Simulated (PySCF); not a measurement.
Ionising NaCl

PBE0; basis Na def2-SVP, Cl def2-SVP; no relativity; PySCF 2.14. Neutral (UKS): singlet (closed shell), Re = 2.338 Å, ωe = 387 cm⁻¹, De = 4.01 eV, HOMO -6.14 eV, LUMO -1.60 eV.

NaCl⁺ (UKS): doublet (π ↑), Re = 2.812 Å, ωe = 154 cm⁻¹, De = 0.42 eV to Na⁺ + Cl. The energies at the minima are -622.10121 hartree for NaCl and -621.77743 for NaCl⁺.

(1) Work out the adiabatic ionisation energy, without and with harmonic zero-point energies (1 hartree = 27.2114 eV, 1 eV = 8065.5 cm⁻¹), and the change of the bond length.

Weak bonds: NaCl⁺. Basis-set superposition, not corrected here, can be much of De in a small basis, most of all at correlated wavefunction levels. For an ion De counts to the pair picked by the measured ionisation energies or electron affinities, which need not be the lowest pair at this level. States were picked by a PBE0 search and need not be the measured ground states.

Answers

(1) At PBE0: 0.32378 hartree = 8.811 eV between the minima; the zero-point term (154.0 − 387.0)/2 cm⁻¹ = -0.014 eV makes it 8.796 eV. Re changes by +47.4 pm against the neutral. Minus the HOMO energy is 6.14 eV, -2.67 eV from the value between the minima; self-interaction puts the Kohn–Sham level too high, less so with exact exchange. The electron leaves a π orbital, and the ion is left as a loose complex of an ion and an atom.
